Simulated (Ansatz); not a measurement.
```yaml
crystal:
  periodic: [false, false, false]
  atoms:
    - {symbol: Hf, position_ang: [-0.058932, -0.103673, -0.004624]}
    - {symbol: O, position_ang: [1.760364, -0.167385, 0.029872]}
    - {symbol: O, position_ang: [-1.044316, 1.427061, 0.026312]}
    - {symbol: H, position_ang: [-0.930215, -1.636440, -0.072988]}
basis:
  gaussian: {orbitals: def2-TZVP}
magnetization: {spin_polarized: true, initial_magnetization: 3}
hamiltonian: {xc: pbe0}
relax: {f_tol: 0.004, max_steps: 80}
```

```sh
$ ansatz run in.yaml --threads 1 --pin off --events-out ev --progress --plain --max-ram 2176MiB
```

Steps of the relaxation (energy above the last step; positions in Å, forces in eV/Å):

```
4
step 1, 552.9 meV
Hf   -0.059   -0.104   -0.005   -1.139   -2.003   -0.089
O     1.760   -0.167    0.030    3.352    0.246    0.076
O    -1.044    1.427    0.026   -1.504    3.006    0.069
H    -0.930   -1.636   -0.073   -0.710   -1.248   -0.056
```

```
4
step 2, 73.5 meV
Hf   -0.068   -0.120   -0.005   -0.865   -1.522   -0.068
O     1.835   -0.086    0.034    0.928    0.221    0.026
O    -1.013    1.533    0.030   -0.285    0.910    0.024
H    -1.027   -1.806   -0.081    0.222    0.391    0.017
```

```
4
step 3, 5.3 meV
Hf   -0.112   -0.198   -0.009    0.201    0.353    0.016
O     1.833   -0.021    0.036   -0.192   -0.094   -0.007
O    -0.956    1.564    0.033    0.018   -0.213   -0.007
H    -1.038   -1.826   -0.081   -0.026   -0.046   -0.002
```

```
4
step 4, 0.1 meV
Hf   -0.101   -0.178   -0.008   -0.020   -0.036   -0.002
O     1.839   -0.048    0.035    0.043    0.001    0.001
O    -0.982    1.555    0.032   -0.021    0.037    0.001
H    -1.029   -1.810   -0.081   -0.001   -0.002    0.000
```

```
4
step 5, 0.0 meV
Hf   -0.101   -0.178   -0.008   -0.007   -0.012   -0.001
O     1.840   -0.049    0.035    0.014   -0.002    0.000
O    -0.984    1.556    0.032   -0.009    0.011    0.000
H    -1.029   -1.810   -0.081    0.001    0.003    0.000
```

```
4
step 6, 0.0 meV
Hf   -0.101   -0.177   -0.008   -0.002   -0.004    0.000
O     1.842   -0.052    0.035    0.001    0.000    0.000
O    -0.987    1.557    0.032   -0.001    0.001    0.000
H    -1.028   -1.808   -0.081    0.002    0.004    0.000
```

```
4
step 7, 0.0 meV
Hf   -0.100   -0.177   -0.008    0.000    0.000    0.000
O     1.842   -0.052    0.035    0.000    0.000    0.000
O    -0.987    1.556    0.032    0.000    0.000    0.000
H    -1.028   -1.808   -0.081    0.000    0.000    0.000
```

Close pairs at the end: Hf1–H4 1.878 Å, Hf1–O3 1.947 Å, Hf1–O2 1.947 Å.

A stationary point of unrestricted PBE0 after 7 steps, with ⟨S²⟩ = 3.766 against 3.75 for a pure state; no frequencies were run, so it isn't proven a minimum. 36 s on 1 thread of AMD EPYC 9R45, shared host.
